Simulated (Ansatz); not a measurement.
**Reading a saddle point**

A first-order saddle point of C2H6S, singlet, PBE0-D4/def2-TZVP, with one imaginary mode of 1108i cm⁻¹:

```csv
atom,x (Å),y (Å),z (Å)
S1,-1.4737,-0.4064,-0.8920
C2,0.6652,-0.6409,0.5055
H3,1.1840,-1.2961,-0.1821
H4,0.1962,-1.1054,1.3632
C5,0.6628,0.7406,0.3333
H6,1.3938,1.1643,-0.3509
H7,0.4065,1.3556,1.1924
H8,-0.4216,0.8360,-0.3735
H9,-2.6132,-0.6477,-1.5961
```

Computed with Ansatz 0.2.0 (basis: def2-TZVPP and def2-QZVPP); correlated methods freeze the cores. Extrapolation: Hartree–Fock as exp(−7.88 √X), correlation as X^−2.97.

Q: Which contacts change along the imaginary mode, and what lies on either side? (A judgement: the text doesn't fix the answer.)

A: Computed: The step is C₂H₆S (CCS) → C₂H₄ (C=C) + H₂S, with the molecules in contact on both sides. Shortening one way: S1–H8; lengthening the same way: S1–C2, C5–H8.
```tsv
pair	one side (Å)	saddle (Å)	other side (Å)
S1–H8	2.91	1.71	1.35
S1–C2	1.82	2.57	4.01
C5–H8	1.09	1.30	2.69
```

Q: Which side is lower, and how far does the saddle lie above each? (An estimate is asked for; the value comes from the calculation.)

A: The calculation gives: The side with S1–C2, C5–H8 short is lower by 0.920 eV; the saddle lies 3.073 eV above it and 2.153 eV above the other (CCSD(T) at an estimated basis limit (MP2 extrapolated from triple and quadruple zeta, plus CCSD(T) − MP2 in triple zeta); electronic energies).

T1 diagnostic: at most 0.027. The T1 diagnostic is large here, which may signal multireference character or strong orbital relaxation, so CCSD(T) is less sure. The restricted Hartree–Fock reference is unstable towards an unrestricted one at one or more of these structures.

For scale, one of the runs: CCSD(T)/def2-TZVPP, 188 basis functions, launched by `ansatz run in.yaml --threads 2 --pin off --events-out ev --progress --plain --max-ram 4352MiB`. Hardware: 2 CPU threads, shared host. Wall time 27 s; peak host memory 2 GiB.
